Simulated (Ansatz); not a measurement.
Ansatz (a program for electronic structure) input:

Ansatz 0.2 input:
```yaml
crystal:
  periodic: [false, false, false]
  atoms:
    - {symbol: C, position_ang: [-0.00226556, 0.74468015, -0.37592749]}
    - {symbol: O, position_ang: [0.04576652, 0.09443684, 0.82068210]}
    - {symbol: C, position_ang: [0.04828699, -0.69904179, -0.41916867]}
    - {symbol: H, position_ang: [-0.78219807, 1.46229338, -0.61082909]}
    - {symbol: H, position_ang: [-0.84845617, -1.29597784, -0.55285518]}
    - {symbol: H, position_ang: [0.98839347, -1.19564042, -0.63119565]}
basis:
  gaussian:
    orbitals: def2-TZVPD
hamiltonian:
  xc: {name: wB97X-V}
magnetization: {spin_polarized: true, initial_magnetization: 1}
output: {forces: true}
```

Task: Predict the final energy.

Result: -153.12843 Eh (wB97X-V/def2-TZVPD). The basis has 141 functions.

It need not be the lowest isomer of its formula.
